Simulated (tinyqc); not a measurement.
A ladder of methods, and size consistency: correlation methods against full CI in the sto-6g basis, for LiH, spin multiplicity 1. Computed by the program tinyqc with PySCF. 

Geometry (angstrom):
```
atom       x       y       z
Li    0.0000  0.0000  0.0000
H     0.0000  0.0000  1.7970
```

RHF energy of one = -7.939953 hartree

All electrons correlated; +Q is the Davidson correction (1 - c0^2) E_corr. The last columns treat two copies 100 angstrom apart as one system. FCI is the lowest singlet.

Correlation energies (hartree):
```
method   E_corr of one  share of FCI (%)  E_corr of two at 100 angstrom  two minus twice one (mhartree)
MP2          -0.014800           60.6903                      -0.029600                       -3.24e-05
CISD         -0.024370           99.9337                      -0.047197                          1.5438
CISD+Q       -0.025215          103.3979                      -0.050032                          0.3977
CCSD         -0.024374           99.9485                      -0.048748                       -7.46e-05
CCSD(T)      -0.024384           99.9894                      -0.048768                       -7.44e-05
FCI          -0.024386          100.0000                              -                               -
```

MP2 recovers 61 %, CISD 99.9 % and CCSD 99.9 % of the FCI value (c0^2 = 0.965 in CISD). MP2 and coupled cluster are size consistent, so their last column vanishes but for a trace of long-range electrostatics; CISD loses 1.54 mhartree, since a double excitation on each copy is a quadruple of the pair, and the Davidson correction leaves +0.40.
